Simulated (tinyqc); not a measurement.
Worked calculation (part 2 of 2): UHF in the sto-6g basis, for H2O, spin multiplicity 3. Computed by tinyqc, a small Python program that keeps every step (integrals from PySCF). Command: `OMP_NUM_THREADS=1 python tinyqc.py 22920 22921 out.jsonl` (the two numbers bound the seeds that draw the settings). One thread of a shared host (Intel(R) Xeon(R) Processor @ 2.60GHz), about 0.2 s of CPU time with the checks.

Geometry (angstrom):
```
atom        x         y        z
O     0.00000   0.00000  0.00000
H     0.00000   0.79500  0.66900
H     0.00000  -0.79500  0.66900
```

## Iteration 2: building the Fock matrix

D(alpha) after iteration 1, order 1O 1s, 1O 2s, 1O 2px, 1O 2py, 1O 2pz, 2H 1s, 3H 1s:
$$\begin{pmatrix}
1.06384 & -0.30095 & 0.00121 & -0.01713 & -0.03437 & 0.08565 & 0.04303 \\
-0.30095 & 1.48706 & -0.01262 & 0.17835 & 0.27217 & -0.70852 & -0.26474 \\
0.00121 & -0.01262 & 0.99802 & 0.02795 & -0.00014 & -0.01952 & 0.05004 \\
-0.01713 & 0.17835 & 0.02795 & 0.85374 & 0.00203 & -0.17204 & -0.25947 \\
-0.03437 & 0.27217 & -0.00014 & 0.00203 & 1.14590 & -0.31344 & -0.30840 \\
0.08565 & -0.70852 & -0.01952 & -0.17204 & -0.31344 & 1.28079 & 0.35506 \\
0.04303 & -0.26474 & 0.05004 & -0.25947 & -0.30840 & 0.35506 & 0.20707
\end{pmatrix}$$

D(beta) after iteration 1, order 1O 1s, 1O 2s, 1O 2px, 1O 2py, 1O 2pz, 2H 1s, 3H 1s:
$$\begin{pmatrix}
1.04992 & -0.21444 & 0.02279 & 0.02853 & 0.01454 & -0.03387 & -0.00727 \\
-0.21444 & 0.94428 & -0.08036 & -0.06913 & -0.06449 & 0.07163 & 0.03335 \\
0.02279 & -0.08036 & 0.47356 & -0.42678 & 0.13725 & -0.05674 & 0.08596 \\
0.02853 & -0.06913 & -0.42678 & 0.43040 & 0.02469 & 0.07728 & -0.10403 \\
0.01454 & -0.06449 & 0.13725 & 0.02469 & 0.88473 & 0.19363 & -0.09142 \\
-0.03387 & 0.07163 & -0.05674 & 0.07728 & 0.19363 & 0.06493 & -0.03592 \\
-0.00727 & 0.03335 & 0.08596 & -0.10403 & -0.09142 & -0.03592 & 0.03355
\end{pmatrix}$$

core Hamiltonian H = T + V (hartree), order 1O 1s, 1O 2s, 1O 2px, 1O 2py, 1O 2pz, 2H 1s, 3H 1s:
$$\begin{pmatrix}
-32.94972 & -7.28275 & 0.00000 & 0.00000 & -0.01795 & -1.45718 & -1.45718 \\
-7.28275 & -9.16804 & 0.00000 & 0.00000 & -0.20477 & -3.24588 & -3.24588 \\
0.00000 & 0.00000 & -7.40968 & 0.00000 & 0.00000 & 0.00000 & 0.00000 \\
0.00000 & 0.00000 & 0.00000 & -7.53133 & 0.00000 & -1.76659 & 1.76659 \\
-0.01795 & -0.20477 & 0.00000 & 0.00000 & -7.49582 & -1.54967 & -1.54967 \\
-1.45718 & -3.24588 & 0.00000 & -1.76659 & -1.54967 & -4.76991 & -1.36142 \\
-1.45718 & -3.24588 & 0.00000 & 1.76659 & -1.54967 & -1.36142 & -4.76991
\end{pmatrix}$$

nuclear repulsion = 8.4815940 hartree

Given earlier and not repeated: Two-electron integrals (ij|kl) in chemists' order.

J_ij = sum D_kl (ij|kl) with D = D(alpha) + D(beta), K_ij = sum D_kl (ik|jl) for each spin; F = H + J - K(s); E = tr D H + tr D J / 2 - 0.5 sum_s tr D(s) K(s) + E_nn.

Coulomb J (hartree), order 1O 1s, 1O 2s, 1O 2px, 1O 2py, 1O 2pz, 2H 1s, 3H 1s:
$$\begin{pmatrix}
17.71135 & 3.15467 & -0.00499 & 0.00611 & 0.01212 & 0.64583 & 0.64515 \\
3.15467 & 8.28588 & -0.02581 & 0.05798 & 0.10014 & 2.93567 & 2.86920 \\
-0.00499 & -0.02581 & 8.25323 & -0.04100 & 0.01376 & -0.01186 & 0.00153 \\
0.00611 & 0.05798 & -0.04100 & 8.28113 & 0.02421 & 1.78154 & -1.67750 \\
0.01212 & 0.10014 & 0.01376 & 0.02421 & 8.32329 & 1.52174 & 1.46444 \\
0.64583 & 2.93567 & -0.01186 & 1.78154 & 1.52174 & 5.06851 & 1.23352 \\
0.64515 & 2.86920 & 0.00153 & -1.67750 & 1.46444 & 1.23352 & 4.69265
\end{pmatrix}$$

exchange K(alpha) (hartree), order 1O 1s, 1O 2s, 1O 2px, 1O 2py, 1O 2pz, 2H 1s, 3H 1s:
$$\begin{pmatrix}
4.94340 & 0.78937 & -0.00048 & 0.00358 & 0.00265 & 0.17119 & 0.17513 \\
0.78937 & 1.42641 & -0.00210 & 0.02562 & 0.03811 & 0.52139 & 0.48704 \\
-0.00048 & -0.00210 & 1.18237 & 0.01131 & 0.00430 & -0.00193 & 0.01215 \\
0.00358 & 0.02562 & 0.01131 & 1.12911 & -0.02030 & 0.30043 & -0.29811 \\
0.00265 & 0.03811 & 0.00430 & -0.02030 & 1.19039 & 0.25725 & 0.17091 \\
0.17119 & 0.52139 & -0.00193 & 0.30043 & 0.25725 & 0.87244 & 0.22432 \\
0.17513 & 0.48704 & 0.01215 & -0.29811 & 0.17091 & 0.22432 & 0.41194
\end{pmatrix}$$

exchange K(beta) (hartree), order 1O 1s, 1O 2s, 1O 2px, 1O 2py, 1O 2pz, 2H 1s, 3H 1s:
$$\begin{pmatrix}
4.89147 & 0.74964 & 0.00458 & 0.00855 & 0.00212 & 0.16116 & 0.16169 \\
0.74964 & 1.19382 & -0.06392 & -0.05398 & 0.00019 & 0.44453 & 0.43623 \\
0.00458 & -0.06392 & 0.67468 & -0.38017 & 0.11859 & -0.09446 & 0.10118 \\
0.00855 & -0.05398 & -0.38017 & 0.71634 & 0.07053 & 0.18277 & -0.19111 \\
0.00212 & 0.00019 & 0.11859 & 0.07053 & 1.05369 & 0.26655 & 0.15163 \\
0.16116 & 0.44453 & -0.09446 & 0.18277 & 0.26655 & 0.37543 & 0.16304 \\
0.16169 & 0.43623 & 0.10118 & -0.19111 & 0.15163 & 0.16304 & 0.28453
\end{pmatrix}$$

F(alpha) (hartree), order 1O 1s, 1O 2s, 1O 2px, 1O 2py, 1O 2pz, 2H 1s, 3H 1s:
$$\begin{pmatrix}
-20.18177 & -4.91745 & -0.00452 & 0.00252 & -0.00848 & -0.98255 & -0.98716 \\
-4.91745 & -2.30857 & -0.02371 & 0.03235 & -0.14274 & -0.83160 & -0.86372 \\
-0.00452 & -0.02371 & -0.33882 & -0.05231 & 0.00945 & -0.00993 & -0.01062 \\
0.00252 & 0.03235 & -0.05231 & -0.37930 & 0.04452 & -0.28548 & 0.38720 \\
-0.00848 & -0.14274 & 0.00945 & 0.04452 & -0.36292 & -0.28518 & -0.25614 \\
-0.98255 & -0.83160 & -0.00993 & -0.28548 & -0.28518 & -0.57385 & -0.35222 \\
-0.98716 & -0.86372 & -0.01062 & 0.38720 & -0.25614 & -0.35222 & -0.48920
\end{pmatrix}$$

F(beta) (hartree), order 1O 1s, 1O 2s, 1O 2px, 1O 2py, 1O 2pz, 2H 1s, 3H 1s:
$$\begin{pmatrix}
-20.12983 & -4.87772 & -0.00958 & -0.00244 & -0.00795 & -0.97251 & -0.97373 \\
-4.87772 & -2.07598 & 0.03811 & 0.11196 & -0.10482 & -0.75475 & -0.81291 \\
-0.00958 & 0.03811 & 0.16887 & 0.33917 & -0.10484 & 0.08260 & -0.09966 \\
-0.00244 & 0.11196 & 0.33917 & 0.03346 & -0.04631 & -0.16781 & 0.28020 \\
-0.00795 & -0.10482 & -0.10484 & -0.04631 & -0.22623 & -0.29448 & -0.23686 \\
-0.97251 & -0.75475 & 0.08260 & -0.16781 & -0.29448 & -0.07683 & -0.29094 \\
-0.97373 & -0.81291 & -0.09966 & 0.28020 & -0.23686 & -0.29094 & -0.36178
\end{pmatrix}$$

total energy of this density = -74.9999574 hartree

## Iteration 2: diagonalisation and new density

X, order 1O 1s, 1O 2s, 1O 2px, 1O 2py, 1O 2pz, 2H 1s, 3H 1s:
$$\begin{pmatrix}
1.02255 & -0.13502 & 0.00000 & 0.00000 & -0.00828 & 0.01841 & 0.01841 \\
-0.13502 & 1.18976 & 0.00000 & 0.00000 & 0.09113 & -0.25049 & -0.25049 \\
0.00000 & 0.00000 & 1.00000 & 0.00000 & 0.00000 & 0.00000 & 0.00000 \\
0.00000 & 0.00000 & 0.00000 & 1.08379 & 0.00000 & -0.19275 & 0.19275 \\
-0.00828 & 0.09113 & 0.00000 & 0.00000 & 1.04917 & -0.13560 & -0.13560 \\
0.01841 & -0.25049 & 0.00000 & -0.19275 & -0.13560 & 1.16128 & -0.07886 \\
0.01841 & -0.25049 & 0.00000 & 0.19275 & -0.13560 & -0.07886 & 1.16128
\end{pmatrix}$$

Diagonalise F' = X^T F X, C = X C', fill 6 alpha and 4 beta electrons from the bottom; D(s) = C_occ C_occ^T. Each column has its largest component positive (the first on a tie).

F' = X^T F X (alpha) (hartree):
$$\begin{pmatrix}
-19.85273 & -2.49119 & -0.00187 & -0.00013 & -0.01709 & -0.16169 & -0.16064 \\
-2.49119 & -1.29856 & -0.02159 & 0.00731 & -0.01578 & -0.32411 & -0.38729 \\
-0.00187 & -0.02159 & -0.33882 & -0.05682 & 0.01058 & 0.00397 & -0.01706 \\
-0.00013 & 0.00731 & -0.05682 & -0.17781 & 0.04195 & -0.30095 & 0.40895 \\
-0.01709 & -0.01578 & 0.01058 & 0.04195 & -0.28077 & -0.20389 & -0.17011 \\
-0.16169 & -0.32411 & 0.00397 & -0.30095 & -0.20389 & -0.20928 & -0.14933 \\
-0.16064 & -0.38729 & -0.01706 & 0.40895 & -0.17011 & -0.14933 & -0.05410
\end{pmatrix}$$

orbital energies (alpha) (hartree): MO1 -20.18569, MO2 -1.22847, MO3 -0.59497, MO4 -0.41787, MO5 -0.33274, MO6 0.08880, MO7 0.45890

coefficients C (alpha), order 1O 1s, 1O 2s, 1O 2px, 1O 2py, 1O 2pz, 2H 1s, 3H 1s:
$$\begin{pmatrix}
0.99627 & -0.22860 & -0.01415 & 0.09146 & 0.02560 & 0.09949 & 0.02542 \\
0.01709 & 0.88547 & 0.05568 & -0.49411 & -0.13003 & -0.69854 & -0.17631 \\
0.00024 & 0.02062 & 0.14103 & -0.19413 & 0.96877 & 0.00910 & -0.05836 \\
-0.00006 & -0.05385 & 0.66157 & -0.05886 & -0.05243 & -0.18529 & 0.87623 \\
0.00213 & 0.14135 & -0.04071 & 0.73384 & 0.15337 & -0.74739 & -0.06015 \\
-0.00368 & 0.11507 & 0.40509 & 0.41931 & -0.02165 & 0.87262 & -0.59859 \\
-0.00337 & 0.13105 & -0.39016 & 0.17050 & 0.14035 & 0.58271 & 0.95691
\end{pmatrix}$$

F' = X^T F X (beta) (hartree):
$$\begin{pmatrix}
-19.80457 & -2.48992 & -0.01438 & -0.01626 & -0.02504 & -0.14892 & -0.15366 \\
-2.48992 & -0.99989 & 0.04136 & 0.11110 & 0.06885 & -0.46784 & -0.41943 \\
-0.01438 & 0.04136 & 0.16887 & 0.33246 & -0.10412 & 0.04290 & -0.05237 \\
-0.01626 & 0.11110 & 0.33246 & 0.23180 & -0.04002 & -0.32798 & 0.35569 \\
-0.02504 & 0.06885 & -0.10412 & -0.04002 & -0.11339 & -0.30837 & -0.21271 \\
-0.14892 & -0.46784 & 0.04290 & -0.32798 & -0.30837 & 0.39329 & -0.10141 \\
-0.15366 & -0.41943 & -0.05237 & 0.35569 & -0.21271 & -0.10141 & 0.05757
\end{pmatrix}$$

orbital energies (beta) (hartree): MO1 -20.13295, MO2 -1.02090, MO3 -0.36861, MO4 -0.29571, MO5 0.25957, MO6 0.61041, MO7 0.88187

coefficients C (beta), order 1O 1s, 1O 2s, 1O 2px, 1O 2py, 1O 2pz, 2H 1s, 3H 1s:
$$\begin{pmatrix}
0.99671 & -0.22187 & -0.04947 & 0.06917 & -0.05894 & 0.08644 & 0.06119 \\
0.01516 & 0.85447 & 0.23406 & -0.36340 & 0.35180 & -0.61109 & -0.39136 \\
0.00045 & 0.01912 & -0.50428 & 0.07765 & 0.75274 & 0.35698 & -0.21270 \\
0.00009 & -0.10310 & 0.57073 & 0.16241 & -0.07985 & 0.45662 & -0.81933 \\
0.00192 & 0.11380 & -0.06780 & 0.83397 & 0.08456 & -0.60586 & -0.24213 \\
-0.00330 & 0.10306 & 0.25457 & 0.26890 & 0.19405 & 0.49494 & 1.02129 \\
-0.00317 & 0.19116 & -0.40077 & 0.11469 & -0.74483 & 0.77798 & -0.32103
\end{pmatrix}$$

D(alpha) after iteration 2, order 1O 1s, 1O 2s, 1O 2px, 1O 2py, 1O 2pz, 2H 1s, 3H 1s:
$$\begin{pmatrix}
1.06394 & -0.30420 & 0.00148 & -0.02227 & -0.03293 & 0.08891 & 0.04937 \\
-0.30420 & 1.53647 & -0.01029 & 0.15449 & 0.26248 & -0.68954 & -0.41529 \\
0.00148 & -0.01029 & 0.99659 & 0.05114 & -0.00351 & -0.03494 & 0.05585 \\
-0.02227 & 0.15449 & 0.05114 & 0.48112 & 0.05271 & 0.07657 & -0.39054 \\
-0.03293 & 0.26248 & -0.00351 & 0.05271 & 1.14229 & -0.34803 & -0.25447 \\
0.08891 & -0.68954 & -0.03494 & 0.07657 & -0.34803 & 1.11510 & 0.43397 \\
0.04937 & -0.41529 & 0.05585 & -0.39054 & -0.25447 & 0.43397 & 0.55773
\end{pmatrix}$$

D(beta) after iteration 2, order 1O 1s, 1O 2s, 1O 2px, 1O 2py, 1O 2pz, 2H 1s, 3H 1s:
$$\begin{pmatrix}
1.04989 & -0.21118 & 0.02652 & 0.00596 & 0.03771 & -0.02015 & -0.01781 \\
-0.21118 & 0.91719 & -0.12991 & -0.01353 & -0.22167 & 0.04988 & 0.02781 \\
0.02652 & -0.12991 & 0.26070 & -0.27717 & 0.10113 & -0.10553 & 0.21466 \\
0.00596 & -0.01353 & -0.27717 & 0.36273 & 0.08501 & 0.17833 & -0.22981 \\
0.03771 & -0.22167 & 0.10113 & 0.08501 & 0.71306 & 0.21872 & 0.14457 \\
-0.02015 & 0.04988 & -0.10553 & 0.17833 & 0.21872 & 0.14775 & -0.05147 \\
-0.01781 & 0.02781 & 0.21466 & -0.22981 & 0.14457 & -0.05147 & 0.21032
\end{pmatrix}$$

## Iteration 25 (converged): orbitals

converged F(alpha) (hartree), order 1O 1s, 1O 2s, 1O 2px, 1O 2py, 1O 2pz, 2H 1s, 3H 1s:
$$\begin{pmatrix}
-20.68054 & -5.01417 & 0.00000 & 0.00000 & -0.01087 & -1.00349 & -1.00349 \\
-5.01417 & -2.53675 & 0.00000 & 0.00000 & -0.12840 & -0.90792 & -0.90792 \\
0.00000 & 0.00000 & -0.63261 & 0.00000 & 0.00000 & 0.00000 & 0.00000 \\
0.00000 & 0.00000 & 0.00000 & -0.41671 & 0.00000 & -0.38135 & 0.38135 \\
-0.01087 & -0.12840 & 0.00000 & 0.00000 & -0.62053 & -0.30436 & -0.30436 \\
-1.00349 & -0.90792 & 0.00000 & -0.38135 & -0.30436 & -0.58324 & -0.37758 \\
-1.00349 & -0.90792 & 0.00000 & 0.38135 & -0.30436 & -0.37758 & -0.58324
\end{pmatrix}$$

converged F(beta) (hartree), order 1O 1s, 1O 2s, 1O 2px, 1O 2py, 1O 2pz, 2H 1s, 3H 1s:
$$\begin{pmatrix}
-20.62737 & -4.96775 & 0.00000 & 0.00000 & -0.00833 & -0.99361 & -0.99361 \\
-4.96775 & -2.28258 & 0.00001 & 0.00000 & -0.01978 & -0.85510 & -0.85510 \\
0.00000 & 0.00001 & 0.27977 & 0.00000 & -0.00003 & -0.00001 & -0.00001 \\
0.00000 & 0.00000 & 0.00000 & -0.41812 & 0.00000 & -0.35542 & 0.35542 \\
-0.00833 & -0.01978 & -0.00003 & 0.00000 & -0.39756 & -0.31572 & -0.31572 \\
-0.99361 & -0.85510 & -0.00001 & -0.35542 & -0.31572 & -0.34819 & -0.30870 \\
-0.99361 & -0.85510 & -0.00001 & 0.35542 & -0.31572 & -0.30870 & -0.34818
\end{pmatrix}$$

As before.

F' = X^T F X (alpha) (hartree):
$$\begin{pmatrix}
-20.35248 & -2.50207 & 0.00000 & 0.00000 & -0.01977 & -0.16527 & -0.16527 \\
-2.50207 & -1.53583 & 0.00000 & 0.00000 & -0.01046 & -0.35833 & -0.35833 \\
0.00000 & 0.00000 & -0.63261 & 0.00000 & 0.00000 & 0.00000 & 0.00000 \\
0.00000 & 0.00000 & 0.00000 & -0.18610 & 0.00000 & -0.40467 & 0.40467 \\
-0.01977 & -0.01046 & 0.00000 & 0.00000 & -0.54409 & -0.18740 & -0.18740 \\
-0.16527 & -0.35833 & 0.00000 & -0.40467 & -0.18740 & -0.15250 & -0.16986 \\
-0.16527 & -0.35833 & 0.00000 & 0.40467 & -0.18740 & -0.16986 & -0.15250
\end{pmatrix}$$

orbital energies (alpha) (hartree): MO1 -20.68388, MO2 -1.42743, MO3 -0.66563, MO4 -0.63785, MO5 -0.63261, MO6 -0.00561, MO7 0.49689

coefficients C (alpha), order 1O 1s, 1O 2s, 1O 2px, 1O 2py, 1O 2pz, 2H 1s, 3H 1s:
$$\begin{pmatrix}
0.99659 & -0.23667 & 0.00000 & 0.07075 & 0.00006 & 0.10179 & 0.00000 \\
0.01566 & 0.94290 & 0.00001 & -0.37323 & -0.00033 & -0.73414 & 0.00001 \\
0.00000 & 0.00000 & -0.00002 & -0.00086 & 1.00000 & 0.00000 & 0.00000 \\
0.00000 & 0.00000 & 0.65564 & 0.00001 & 0.00001 & 0.00001 & 0.90501 \\
0.00212 & 0.14149 & -0.00002 & 0.85686 & 0.00074 & -0.62584 & 0.00001 \\
-0.00327 & 0.07377 & 0.41545 & 0.19970 & 0.00018 & 0.78864 & -0.79594 \\
-0.00327 & 0.07376 & -0.41546 & 0.19968 & 0.00017 & 0.78865 & 0.79593
\end{pmatrix}$$

F' = X^T F X (beta) (hartree):
$$\begin{pmatrix}
-20.30442 & -2.49736 & 0.00000 & 0.00000 & -0.03627 & -0.15661 & -0.15661 \\
-2.49736 & -1.18710 & 0.00001 & 0.00000 & 0.18142 & -0.46552 & -0.46552 \\
0.00000 & 0.00001 & 0.27977 & 0.00000 & -0.00003 & -0.00001 & 0.00000 \\
0.00000 & 0.00000 & 0.00000 & -0.19707 & 0.00000 & -0.40733 & 0.40733 \\
-0.03627 & 0.18142 & -0.00003 & 0.00000 & -0.26081 & -0.30387 & -0.30387 \\
-0.15661 & -0.46552 & -0.00001 & -0.40733 & -0.30387 & 0.14297 & -0.10506 \\
-0.15661 & -0.46552 & 0.00000 & 0.40733 & -0.30387 & -0.10506 & 0.14298
\end{pmatrix}$$

orbital energies (beta) (hartree): MO1 -20.62976, MO2 -1.18553, MO3 -0.59206, MO4 -0.50953, MO5 0.27977, MO6 0.61042, MO7 0.64302

coefficients C (beta), order 1O 1s, 1O 2s, 1O 2px, 1O 2py, 1O 2pz, 2H 1s, 3H 1s:
$$\begin{pmatrix}
0.99715 & -0.22935 & 0.00000 & 0.06253 & 0.00000 & -0.11729 & 0.00001 \\
0.01311 & 0.89878 & -0.00001 & -0.36140 & 0.00003 & 0.79308 & -0.00006 \\
0.00000 & 0.00000 & 0.00000 & 0.00004 & 1.00000 & -0.00002 & 0.00000 \\
0.00000 & 0.00000 & 0.73969 & -0.00001 & 0.00000 & 0.00006 & 0.83772 \\
0.00160 & 0.03265 & 0.00001 & 0.82384 & -0.00002 & 0.68273 & -0.00005 \\
-0.00264 & 0.12784 & 0.33694 & 0.25149 & -0.00003 & -0.76667 & -0.83217 \\
-0.00264 & 0.12784 & -0.33693 & 0.25149 & -0.00002 & -0.76655 & 0.83227
\end{pmatrix}$$

D(alpha) after iteration 25, order 1O 1s, 1O 2s, 1O 2px, 1O 2py, 1O 2pz, 2H 1s, 3H 1s:
$$\begin{pmatrix}
1.06458 & -0.30868 & 0.00000 & 0.00000 & -0.03446 & 0.07369 & 0.07369 \\
-0.30868 & 1.56755 & 0.00000 & -0.00001 & 0.27308 & -0.58400 & -0.58401 \\
0.00000 & 0.00000 & 1.00000 & 0.00000 & 0.00000 & 0.00000 & 0.00000 \\
0.00000 & -0.00001 & 0.00000 & 0.42987 & -0.00001 & 0.27240 & -0.27238 \\
-0.03446 & 0.27308 & 0.00000 & -0.00001 & 1.14591 & -0.31202 & -0.31203 \\
0.07369 & -0.58400 & 0.00000 & 0.27240 & -0.31202 & 0.83988 & 0.49469 \\
0.07369 & -0.58401 & 0.00000 & -0.27238 & -0.31203 & 0.49469 & 0.83990
\end{pmatrix}$$

D(beta) after iteration 25, order 1O 1s, 1O 2s, 1O 2px, 1O 2py, 1O 2pz, 2H 1s, 3H 1s:
$$\begin{pmatrix}
1.05082 & -0.21566 & 0.00000 & 0.00000 & 0.04562 & -0.01623 & -0.01623 \\
-0.21566 & 0.93858 & -0.00002 & 0.00000 & -0.26837 & 0.02398 & 0.02398 \\
0.00000 & -0.00002 & 0.00000 & 0.00000 & 0.00003 & 0.00001 & 0.00001 \\
0.00000 & 0.00000 & 0.00000 & 0.54714 & 0.00000 & 0.24923 & -0.24923 \\
0.04562 & -0.26837 & 0.00003 & 0.00000 & 0.67979 & 0.21136 & 0.21136 \\
-0.01623 & 0.02398 & 0.00001 & 0.24923 & 0.21136 & 0.19313 & -0.03393 \\
-0.01623 & 0.02398 & 0.00001 & -0.24923 & 0.21136 & -0.03393 & 0.19312
\end{pmatrix}$$

## Convergence

Stop when the energy changes by less than 1e-09 hartree and every element of the error matrix X^T (F D S - S D F) X (for each spin) is below 9e-06.

Course of the cycle:
```
iteration  E (hartree)     change  largest element of the error matrix
1          -65.6396329          -                             6.11e+00
2          -74.9999574  -9.36e+00                             2.61e-01
3          -75.2939214  -2.94e-01                             8.35e-02
4          -75.3299911  -3.61e-02                             6.76e-02
5          -75.3566416  -2.67e-02                             3.87e-02
6          -75.3666028  -9.96e-03                             1.44e-02
7          -75.3685993  -2.00e-03                             3.24e-03
8          -75.3687581  -1.59e-04                             2.20e-03
9          -75.3688308  -7.28e-05                             1.66e-03
10         -75.3689639  -1.33e-04                             9.69e-04
11         -75.3690231  -5.92e-05                             5.97e-04
12         -75.3690404  -1.73e-05                             4.59e-04
13         -75.3690524  -1.20e-05                             4.01e-04
14         -75.3690579  -5.47e-06                             2.51e-04
15         -75.3690593  -1.41e-06                             1.57e-04
16         -75.3690598  -4.88e-07                             7.26e-05
17         -75.3690598  -1.42e-08                             5.54e-05
18         -75.3690598  -2.80e-08                             3.80e-05
19         -75.3690598  -2.74e-08                             1.68e-05
20         -75.3690598  -1.36e-08                             1.44e-05
21         -75.3690598  -5.76e-09                             1.19e-05
22         -75.3690598  -8.51e-09                             9.24e-06
23         -75.3690599  -7.66e-09                             6.76e-06
24         -75.3690599  -3.04e-09                             5.52e-06
25         -75.3690599  -3.06e-10                             4.58e-06
```

PySCF UHF in the same basis, after a stability check = -75.3690599 hartree

Converged in 25 iterations.

## Populations, bond orders and dipole

overlap S, order 1O 1s, 1O 2s, 1O 2px, 1O 2py, 1O 2pz, 2H 1s, 3H 1s:
$$\begin{pmatrix}
1.00000 & 0.23114 & 0.00000 & 0.00000 & 0.00000 & 0.04593 & 0.04593 \\
0.23114 & 1.00000 & 0.00000 & 0.00000 & 0.00000 & 0.42483 & 0.42483 \\
0.00000 & 0.00000 & 1.00000 & 0.00000 & 0.00000 & 0.00000 & 0.00000 \\
0.00000 & 0.00000 & 0.00000 & 1.00000 & 0.00000 & 0.27784 & -0.27784 \\
0.00000 & 0.00000 & 0.00000 & 0.00000 & 1.00000 & 0.23380 & 0.23380 \\
0.04593 & 0.42483 & 0.00000 & 0.27784 & 0.23380 & 1.00000 & 0.22536 \\
0.04593 & 0.42483 & 0.00000 & -0.27784 & 0.23380 & 0.22536 & 1.00000
\end{pmatrix}$$

Mulliken: Z minus the diagonal of D S on the atom; Loewdin: the same with S^(1/2) D S^(1/2); Mayer order: 2 sum_s sum (D(s) S)_ij (D(s) S)_ji over the two atoms.

Charges (e):
```
atom  Mulliken   Loewdin  Mulliken spin
1O     0.04593   0.10976        1.20839
2H    -0.02296  -0.05488        0.39580
3H    -0.02297  -0.05488        0.39581
```

Mayer bond orders:
```
pair    order
2-1   0.67390
3-1   0.67389
3-2   0.16891
```

dipole moment about the origin, x y z (debye): [0.00002, 0.00004, 0.00558]

<S^2> of the determinant (pure state: 2) = 2.00926
